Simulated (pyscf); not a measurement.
A first-order saddle from PySCF, ωB97X-D3(BJ)/def2-SVP:

```xyz
7

Si     0.0395    -0.6894     1.2369
F      0.9473     1.0597     1.0450
H      1.1669    -1.2559     2.0267
H      0.2142    -0.8014    -0.2553
O     -0.7838     0.6360     2.2824
H      0.0495     1.2859     1.7350
H     -1.7256     0.7821     2.1252
```
Charge 0, spin multiplicity 2.

Surface: doublet, charge 0. Lowest wavenumbers (cm⁻¹): 784i, 174, 433, 521, 685.

Q: Which two sides does it connect, and which bonds change?

A: `[F][SiH2]` [doublet] + `[OH2]` ⇌ `[OH][SiH2]` [doublet] + `[FH]`, a four-centre exchange read from left to right: F–Si, H–O broken and O–Si, F–H formed. At CCSD(T)/def2-TZVPP + ΔMP2(QZVPP) it lies +27.1 kcal/mol from the left side and +18.3 kcal/mol from the right (each side as separated species at their lowest minima found). On the reactant side the descent ends in a complex, 4.1 kcal/mol under the separated species and 28.4 kcal/mol under the saddle at ωB97X-D3(BJ)/def2-TZVP. On the product side the descent ends in a complex, 7.1 kcal/mol under the separated species and 22.8 kcal/mol under the saddle at ωB97X-D3(BJ)/def2-TZVP. At ωB97X-D3(BJ) the barrier from the zero used here is 24.3 kcal/mol. The same reactants have a lower exit, to HO–SiH₂–F + H• (barrier +18.0 kcal/mol at ωB97M-D3(BJ), against +24.2 kcal/mol here). This is the saddle that the search found; another between the same sides may lie lower. The CCSD(T) − MP2 part came from Ansatz, without density fitting, on the same reference.
